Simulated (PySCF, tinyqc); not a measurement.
Inside a calculation. Method: RHF in the sto-3g basis, for HF, spin multiplicity 1. The lowest restricted solution is unstable here: a spin-polarised one lies 0.0183 hartree lower (PySCF). Computed by tinyqc, a small Python program that keeps every step (integrals from PySCF). Settings: charge = 0, multiplicity = 1, basis = sto-3g, energy threshold = 1e-08, iteration cap = 69, orthogonalisation = symmetric, start = highest core orbitals, DIIS depth = 0, damping = 0.2, method = RHF. Command: `OMP_NUM_THREADS=1 python tinyqc.py 24366 24367 out.jsonl` (the two numbers bound the seeds that draw the settings). One thread of a shared host (Intel(R) Xeon(R) Processor @ 2.60GHz), about 0.05 s of CPU time with the checks. Later iterations appear only in the table of the cycle.

## One-electron integrals

Geometry (angstrom):
```
atom         x         y         z
F     0.000000  0.000000  0.000000
H     0.000000  0.000000  1.349000
```

Basis sto-3g: exponents (1/bohr^2) and contraction coefficients of normalised primitives:
```
element  l (shell)    exponent  coefficient
F            s (1)  166.679130     0.154329
F            s (1)   30.360812     0.535328
F            s (1)    8.216821     0.444635
F            s (2)    6.464803    -0.099967
F            s (2)    1.502281     0.399513
F            s (2)    0.488588     0.700115
F            p (3)    6.464803     0.155916
F            p (3)    1.502281     0.607684
F            p (3)    0.488588     0.391957
H            s (1)    3.425251     0.154329
H            s (1)    0.623914     0.535328
H            s (1)    0.168855     0.444635
```

Overlap, kinetic and nuclear-attraction integrals over the contracted functions; the nuclear repulsion is the sum of Za Zb / Rab.

nuclear repulsion = 3.53046323 hartree

overlap S, lower triangle:
```
           1F 1s     1F 2s    1F 2px    1F 2py    1F 2pz     2H 1s
1F 1s   1.000000
1F 2s   0.237990  1.000000
1F 2px  0.000000  0.000000  1.000000
1F 2py  0.000000  0.000000  0.000000  1.000000
1F 2pz  0.000000  0.000000  0.000000  0.000000  1.000000
2H 1s   0.017858  0.216945  0.000000  0.000000  0.195949  1.000000
```

kinetic energy T (hartree), lower triangle:
```
            1F 1s      1F 2s    1F 2px    1F 2py    1F 2pz     2H 1s
1F 1s   36.984577
1F 2s   -0.212858   1.037995
1F 2px   0.000000   0.000000  3.248015
1F 2py   0.000000   0.000000  0.000000  3.248015
1F 2pz   0.000000   0.000000  0.000000  0.000000  3.248015
2H 1s   -0.005836  -0.001788  0.000000  0.000000  0.050235  0.760032
```

nuclear attraction V (hartree), lower triangle:
```
             1F 1s       1F 2s      1F 2px      1F 2py      1F 2pz      2H 1s
1F 1s   -77.401853
1F 2s    -9.270166  -11.933399
1F 2px    0.000000    0.000000  -11.827120
1F 2py    0.000000    0.000000    0.000000  -11.827120
1F 2pz   -0.006958   -0.086894    0.000000    0.000000  -11.868629
2H 1s    -0.712077   -1.795228    0.000000    0.000000   -1.372621  -4.730125
```

core Hamiltonian H = T + V (hartree), lower triangle:
```
             1F 1s       1F 2s     1F 2px     1F 2py     1F 2pz      2H 1s
1F 1s   -40.417277
1F 2s    -9.483023  -10.895404
1F 2px    0.000000    0.000000  -8.579105
1F 2py    0.000000    0.000000   0.000000  -8.579105
1F 2pz   -0.006958   -0.086894   0.000000   0.000000  -8.620614
2H 1s    -0.717912   -1.797016   0.000000   0.000000  -1.322385  -3.970093
```

## Two-electron integrals

Functions are numbered as in S; the eight-fold symmetry (ij|kl) = (ji|kl) = (kl|ij) leaves the list below.

Two-electron integrals (ij|kl) in chemists' order, unique and non-zero (hartree):
```
(11|11) 5.403501   (21|11) 0.841920   (21|21) 0.156299   (22|11) 1.268028
(22|21) 0.292344   (22|22) 0.926167   (31|31) 0.027998   (32|31) 0.043169
(32|32) 0.204588   (33|11) 1.264502   (33|21) 0.292403   (33|22) 0.925959
(33|33) 0.997514   (41|41) 0.027998   (42|41) 0.043169   (42|42) 0.204588
(43|43) 0.053770   (44|11) 1.264502   (44|21) 0.292403   (44|22) 0.925959
(44|33) 0.889973   (44|44) 0.997514   (51|51) 0.027998   (52|51) 0.043169
(52|52) 0.204588   (53|53) 0.053770   (54|54) 0.053770   (55|11) 1.264502
(55|21) 0.292403   (55|22) 0.925959   (55|33) 0.889973   (55|44) 0.889973
(55|55) 0.997514   (61|11) 0.063905   (61|21) 0.011774   (61|22) 0.021918
(61|33) 0.021888   (61|44) 0.021888   (61|51) 0.000451   (61|52) 0.000856
(61|55) 0.021983   (61|61) 0.000895   (62|11) 0.183523   (62|21) 0.042973
(62|22) 0.154681   (62|33) 0.152367   (62|44) 0.152367   (62|51) 0.002872
(62|52) 0.023805   (62|55) 0.159153   (62|61) 0.003286   (62|62) 0.033566
(63|31) 0.004230   (63|32) 0.026111   (63|53) 0.004834   (63|63) 0.004706
(64|41) 0.004230   (64|42) 0.026111   (64|54) 0.004834   (64|64) 0.004706
(65|11) 0.134112   (65|21) 0.031779   (65|22) 0.122638   (65|33) 0.117674
(65|44) 0.117674   (65|51) 0.006049   (65|52) 0.043583   (65|55) 0.132426
(65|61) 0.002514   (65|62) 0.032820   (65|65) 0.036644   (66|11) 0.389188
(66|21) 0.092568   (66|22) 0.385289   (66|33) 0.374515   (66|44) 0.374515
(66|51) 0.006579   (66|52) 0.078403   (66|55) 0.406575   (66|61) 0.007094
(66|62) 0.114734   (66|65) 0.131694   (66|66) 0.774606
```

## Orthogonalisation

S = U s U^T; symmetric (Loewdin) form X = U s^(-1/2) U^T, so that X^T S X = 1.

eigenvalues of S: 0.655390  0.859054  1.000000  1.000000  1.123751  1.361805

X, lower triangle:
```
            1F 1s      1F 2s    1F 2px    1F 2py     1F 2pz     2H 1s
1F 1s    1.022485
1F 2s   -0.125792   1.042023
1F 2px   0.000000   0.000000  1.000000
1F 2py   0.000000   0.000000  0.000000  1.000000
1F 2pz  -0.002091   0.017474  0.000000  0.000000   1.015375
2H 1s    0.011777  -0.117295  0.000000  0.000000  -0.103648  1.034531
```

## Starting guess

The start is the highest orbitals of the core Hamiltonian (a deliberately bad start); D = 2 C_occ C_occ^T.

D at the start, lower triangle:
```
            1F 1s      1F 2s    1F 2px    1F 2py     1F 2pz     2H 1s
1F 1s    0.118410
1F 2s   -0.512616   2.231351
1F 2px   0.000000   0.000000  2.000000
1F 2py   0.000000   0.000000  0.000000  2.000000
1F 2pz  -0.015439   0.096745  0.000000  0.000000   2.084079
2H 1s    0.076783  -0.493715  0.000000  0.000000  -0.429088  2.189789
```

## Iteration 1: building the Fock matrix

J_ij = sum D_kl (ij|kl), K_ij = sum D_kl (ik|jl); F = H + J - 0.5 K; E = tr D H + tr D J / 2 - 0.25 tr D K + E_nn.

Coulomb J (hartree), lower triangle:
```
            1F 1s     1F 2s    1F 2px    1F 2py    1F 2pz     2H 1s
1F 1s   10.865164
1F 2s    2.505581  8.139726
1F 2px   0.000000  0.000000  8.117870
1F 2py   0.000000  0.000000  0.000000  8.117870
1F 2pz   0.013937  0.149162  0.000000  0.000000  8.177770
2H 1s    0.188190  1.458928  0.000000  0.000000  1.236789  4.642264
```

exchange K (hartree), lower triangle:
```
           1F 1s     1F 2s    1F 2px    1F 2py    1F 2pz     2H 1s
1F 1s   0.295526
1F 2s   0.273076  2.937054
1F 2px  0.000000  0.000000  2.611216
1F 2py  0.000000  0.000000  0.000000  2.611216
1F 2pz  0.000206  0.019431  0.000000  0.000000  2.634036
2H 1s   0.028408  0.526298  0.000000  0.000000  0.409750  1.644104
```

Fock matrix F (hartree), lower triangle:
```
             1F 1s      1F 2s     1F 2px     1F 2py     1F 2pz      2H 1s
1F 1s   -29.699876
1F 2s    -7.113980  -4.224205
1F 2px    0.000000   0.000000  -1.766843
1F 2py    0.000000   0.000000   0.000000  -1.766843
1F 2pz    0.006877   0.052552   0.000000   0.000000  -1.759862
2H 1s    -0.543927  -0.601237   0.000000   0.000000  -0.290471  -0.149881
```

total energy of this density = -43.22532294 hartree

This density is the starting one.

## Iteration 1: diagonalisation and new density

Diagonalise F' = X^T F X, C = X C', fill 5 alpha and 5 beta electrons from the bottom; D = 2 C_occ C_occ^T; the new density keeps 0.2 of the old one (damping). Each column has its largest component positive (the first on a tie).

F' = X^T F X (hartree), lower triangle:
```
            1          2          3          4          5          6
1  -29.298689
2   -3.268644  -3.060281
3    0.000000   0.000000  -1.766843
4    0.000000   0.000000   0.000000  -1.766843
5   -0.005679   0.062166   0.000000   0.000000  -1.751988
6   -0.053868  -0.209945   0.000000   0.000000  -0.123387  -0.025685
```

orbital energies (hartree): MO1 -29.699960, MO2 -2.677633, MO3 -1.766843, MO4 -1.766843, MO5 -1.758280, MO6 -0.000770

coefficients C:
```
              MO1        MO2       MO3        MO4        MO5        MO6
1F 1s    0.999578  -0.247538  0.000000   0.000000  -0.014224   0.028465
1F 2s    0.001756   1.035468  0.000000   0.000000   0.062666  -0.198935
1F 2px   0.000000   0.000000  0.993384  -0.114837   0.000000   0.000000
1F 2py   0.000000   0.000000  0.114837   0.993384   0.000000   0.000000
1F 2pz  -0.000282  -0.048307  0.000000   0.000000   1.003940  -0.178354
2H 1s    0.000164  -0.035777  0.000000   0.000000  -0.029714   1.045338
```

D after iteration 1, lower triangle:
```
            1F 1s      1F 2s    1F 2px    1F 2py     1F 2pz     2H 1s
1F 1s    1.720695
1F 2s   -0.511249   2.168068
1F 2px   0.000000   0.000000  2.000000
1F 2py   0.000000   0.000000  0.000000  2.000000
1F 2pz  -0.007254   0.039975  0.000000  0.000000   2.033183
2H 1s    0.030465  -0.160994  0.000000  0.000000  -0.130783  0.441418
```

Within a degenerate level the vectors are fixed only up to a rotation; this is one choice.

## Iteration 2: building the Fock matrix

As before.

Coulomb J (hartree), lower triangle:
```
            1F 1s     1F 2s    1F 2px    1F 2py    1F 2pz     2H 1s
1F 1s   18.896577
1F 2s    3.706243  9.566967
1F 2px   0.000000  0.000000  9.555645
1F 2py   0.000000  0.000000  0.000000  9.555645
1F 2pz   0.003470  0.031326  0.000000  0.000000  9.567327
2H 1s    0.279220  1.573573  0.000000  0.000000  1.245630  4.012201
```

exchange K (hartree), lower triangle:
```
           1F 1s     1F 2s    1F 2px    1F 2py    1F 2pz     2H 1s
1F 1s   8.945075
1F 2s   1.611232  3.173732
1F 2px  0.000000  0.000000  2.652151
1F 2py  0.000000  0.000000  0.000000  2.652151
1F 2pz  0.000327  0.008212  0.000000  0.000000  2.658677
2H 1s   0.131309  0.492701  0.000000  0.000000  0.329501  0.437835
```

Fock matrix F (hartree), lower triangle:
```
             1F 1s      1F 2s     1F 2px     1F 2py     1F 2pz      2H 1s
1F 1s   -25.993237
1F 2s    -6.582396  -2.915303
1F 2px    0.000000   0.000000  -0.349536
1F 2py    0.000000   0.000000   0.000000  -0.349536
1F 2pz   -0.003651  -0.059674   0.000000   0.000000  -0.382625
2H 1s    -0.504347  -0.469794   0.000000   0.000000  -0.241505  -0.176810
```

total energy of this density = -87.76218361 hartree

This density is a damped mixture and is not idempotent.

## Iteration 2: diagonalisation and new density

As before.

F' = X^T F X (hartree), lower triangle:
```
            1          2          3          4          5          6
1  -25.538970
2   -3.343116  -1.754920
3    0.000000   0.000000  -0.349536
4    0.000000   0.000000   0.000000  -0.349536
5   -0.008187  -0.028533   0.000000   0.000000  -0.346690
6   -0.030445  -0.208283   0.000000   0.000000  -0.198734  -0.066796
```

orbital energies (hartree): MO1 -26.000087, MO2 -1.329947, MO3 -0.434798, MO4 -0.349536, MO5 -0.349536, MO6 0.057456

coefficients C:
```
              MO1        MO2        MO3        MO4       MO5        MO6
1F 1s    0.995737  -0.258653   0.035071   0.000000  0.000000   0.042667
1F 2s    0.017486   1.014172  -0.165855   0.000000  0.000000  -0.243600
1F 2px   0.000000   0.000000   0.000000  -0.064637  0.997909   0.000000
1F 2py   0.000000   0.000000   0.000000   0.997909  0.064637   0.000000
1F 2pz   0.000574   0.061868   0.868744   0.000000  0.000000  -0.532443
2H 1s   -0.002065   0.050599   0.352472   0.000000  0.000000   0.983918
```

D after iteration 2, lower triangle:
```
            1F 1s      1F 2s    1F 2px    1F 2py    1F 2pz     2H 1s
1F 1s    2.039535
1F 2s   -0.503407   2.123786
1F 2px   0.000000   0.000000  2.000000
1F 2py   0.000000   0.000000  0.000000  2.000000
1F 2pz   0.022608  -0.122134  0.000000  0.000000  1.620307
2H 1s    0.001641  -0.043685  0.000000  0.000000  0.468782  0.291165
```

Within a degenerate level the vectors are fixed only up to a rotation; this is one choice.

## Iteration 3: building the Fock matrix

As before.

Coulomb J (hartree), lower triangle:
```
            1F 1s     1F 2s    1F 2px    1F 2py    1F 2pz     2H 1s
1F 1s   20.196118
1F 2s    3.877064  9.676728
1F 2px   0.000000  0.000000  9.674275
1F 2py   0.000000  0.000000  0.000000  9.674275
1F 2pz  -0.001941  0.013591  0.000000  0.000000  9.656014
2H 1s    0.292151  1.582457  0.000000  0.000000  1.246723  3.995829
```

exchange K (hartree), lower triangle:
```
            1F 1s      1F 2s    1F 2px    1F 2py    1F 2pz     2H 1s
1F 1s   10.662140
1F 2s    1.863796   3.159986
1F 2px   0.000000   0.000000  2.641466
1F 2py   0.000000   0.000000  0.000000  2.641466
1F 2pz   0.000904  -0.032237  0.000000  0.000000  2.410537
2H 1s    0.151603   0.545174  0.000000  0.000000  0.500653  0.479106
```

Fock matrix F (hartree), lower triangle:
```
             1F 1s      1F 2s     1F 2px     1F 2py     1F 2pz      2H 1s
1F 1s   -25.552228
1F 2s    -6.537858  -2.798669
1F 2px    0.000000   0.000000  -0.225564
1F 2py    0.000000   0.000000   0.000000  -0.225564
1F 2pz   -0.009351  -0.057185   0.000000   0.000000  -0.169868
2H 1s    -0.501563  -0.487146   0.000000   0.000000  -0.325988  -0.213816
```

total energy of this density = -96.21751775 hartree

This density is a damped mixture and is not idempotent.

## Iteration 3: diagonalisation and new density

As before.

F' = X^T F X (hartree), lower triangle:
```
            1          2          3          4          5          6
1  -25.087373
2   -3.367885  -1.628634
3    0.000000   0.000000  -0.225564
4    0.000000   0.000000   0.000000  -0.225564
5   -0.016774  -0.007639   0.000000   0.000000  -0.109745
6   -0.023075  -0.240097   0.000000   0.000000  -0.307943  -0.080103
```

orbital energies (hartree): MO1 -25.561451, MO2 -1.208178, MO3 -0.370161, MO4 -0.225564, MO5 -0.225564, MO6 0.233934

coefficients C:
```
              MO1        MO2        MO3        MO4       MO5        MO6
1F 1s    0.994996  -0.257973   0.056036   0.000000  0.000000   0.041660
1F 2s    0.020416   0.996491  -0.266041   0.000000  0.000000  -0.226955
1F 2px   0.000000   0.000000   0.000000  -0.113409  0.993548   0.000000
1F 2py   0.000000   0.000000   0.000000   0.993548  0.113409   0.000000
1F 2pz   0.000867   0.061715   0.689444   0.000000  0.000000  -0.750265
2H 1s   -0.002464   0.106532   0.602787   0.000000  0.000000   0.848639
```

D after iteration 3, lower triangle:
```
            1F 1s      1F 2s    1F 2px    1F 2py    1F 2pz     2H 1s
1F 1s    2.103439
1F 2s   -0.503340   2.127461
1F 2px   0.000000   0.000000  2.000000
1F 2py   0.000000   0.000000  0.000000  2.000000
1F 2pz   0.042242  -0.219474  0.000000  0.000000  1.090689
2H 1s    0.006477  -0.095550  0.000000  0.000000  0.769213  0.657764
```

Within a degenerate level the vectors are fixed only up to a rotation; this is one choice.

## Iteration 16 (converged): orbitals

converged F (hartree), lower triangle:
```
             1F 1s      1F 2s     1F 2px     1F 2py     1F 2pz      2H 1s
1F 1s   -25.922244
1F 2s    -6.626162  -3.013600
1F 2px    0.000000   0.000000  -0.464664
1F 2py    0.000000   0.000000   0.000000  -0.464664
1F 2pz   -0.012989  -0.012220   0.000000   0.000000  -0.190515
2H 1s    -0.508233  -0.525066   0.000000   0.000000  -0.383685  -0.236162
```

Diagonalise F' = X^T F X, C = X C', fill 5 alpha and 5 beta electrons from the bottom; D = 2 C_occ C_occ^T. Each column has its largest component positive (the first on a tie).

F' = X^T F X (hartree), lower triangle:
```
            1          2          3          4          5          6
1  -25.454911
2   -3.388074  -1.834065
3    0.000000   0.000000  -0.464664
4    0.000000   0.000000   0.000000  -0.464664
5   -0.027060   0.047212   0.000000   0.000000  -0.117442
6   -0.021149  -0.260181   0.000000   0.000000  -0.370795  -0.084489
```

orbital energies (hartree): MO1 -25.931418, MO2 -1.407113, MO3 -0.464664, MO4 -0.464664, MO5 -0.451984, MO6 0.299607

coefficients C:
```
              MO1        MO2       MO3        MO4        MO5        MO6
1F 1s    0.995028  -0.260049  0.000000   0.000000   0.041972   0.044436
1F 2s    0.020291   1.006920  0.000000   0.000000  -0.212518  -0.237138
1F 2px   0.000000   0.000000  0.495284   0.868731   0.000000   0.000000
1F 2py   0.000000   0.000000  0.868731  -0.495284   0.000000   0.000000
1F 2pz   0.000960   0.014710  0.000000   0.000000   0.685763  -0.756010
2H 1s   -0.002455   0.083076  0.000000   0.000000   0.614524   0.842822
```

D after iteration 16, lower triangle:
```
            1F 1s      1F 2s    1F 2px    1F 2py    1F 2pz     2H 1s
1F 1s    2.118937
1F 2s   -0.501158   2.118929
1F 2px   0.000000   0.000000  2.000000
1F 2py   0.000000   0.000000  0.000000  2.000000
1F 2pz   0.051826  -0.261812  0.000000  0.000000  0.940978
2H 1s    0.003493  -0.093993  0.000000  0.000000  0.845275  0.769094
```

Within a degenerate level the vectors are fixed only up to a rotation; this is one choice.

## Convergence

Stop when the energy changes by less than 1e-08 hartree and every element of the error matrix X^T (F D S - S D F) X is below 3e-05.

Course of the cycle:
```
iteration   E (hartree)     change  largest element of the error matrix
1          -43.22532294          -                             3.39e-01
2          -87.76218361  -4.45e+01                             2.75e-01
3          -96.21751775  -8.46e+00                             3.58e-01
4          -98.01367443  -1.80e+00                             9.81e-02
5          -98.37907188  -3.65e-01                             2.16e-02
6          -98.45243558  -7.34e-02                             5.08e-03
7          -98.46712440  -1.47e-02                             1.83e-03
8          -98.47006345  -2.94e-03                             6.67e-04
9          -98.47065140  -5.88e-04                             2.45e-04
10         -98.47076901  -1.18e-04                             9.02e-05
11         -98.47079253  -2.35e-05                             3.33e-05
12         -98.47079724  -4.71e-06                             1.23e-05
13         -98.47079818  -9.41e-07                             4.58e-06
14         -98.47079837  -1.88e-07                             1.70e-06
15         -98.47079840  -3.76e-08                             6.30e-07
16         -98.47079841  -7.53e-09                             2.34e-07
```

PySCF RHF in the same basis = -98.47079841 hartree

Converged in 16 iterations.

## Populations, bond orders and dipole

Mulliken: Z minus the diagonal of D S on the atom; Loewdin: the same with S^(1/2) D S^(1/2); Mayer order: 2 sum_s sum (D(s) S)_ij (D(s) S)_ji over the two atoms.

Charges (e):
```
atom   Mulliken    Loewdin
1F    -0.085604  -0.073623
2H     0.085604   0.073623
```

Mayer bond orders:
```
pair     order
2-1   0.992672
```

dipole moment about the origin, x y z (debye): 0.000000  0.000000  0.961576
